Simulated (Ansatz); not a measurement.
This geometry of CHO₂ (4 atoms, charge 0, multiplicity 2) is a first-order saddle point.

Computed with UKS PBE0-D4/cc-pVDZ (Ansatz 0.2.0).

```xyz
4
Properties=species:S:1:pos:R:3
O -0.951 0.232 0.247
C 0.260 -0.171 0.007
O 1.050 -0.990 0.310
H -0.303 0.869 -0.585
```

Problem. Which two structures does it join? (They come from a converged band through this point; their orientation in space is the band's.)

Solution. Bonds broken: C2–H4. Bonds formed: O1–H4.

First end point:

```xyz
4
Properties=species:S:1:pos:R:3
O -1.160 0.005 0.525
C -0.051 -0.070 0.070
O 1.011 -0.725 0.113
H 0.256 0.730 -0.728
```

Last end point:

```xyz
4
Properties=species:S:1:pos:R:3
O -0.688 0.301 0.063
C 0.529 -0.239 -0.061
O 0.946 -1.181 0.517
H -0.731 1.059 -0.538
```

Problem. How far does it lie above each of them?

Solution. 99.2 kJ/mol above the first and 146.6 kJ/mol above the second. This is the barrier of this one path; another mechanism may lie lower.

The run took 2.9 min on 1 thread of Arm Neoverse V2, with other jobs on the host, peak memory 0.1 GiB.
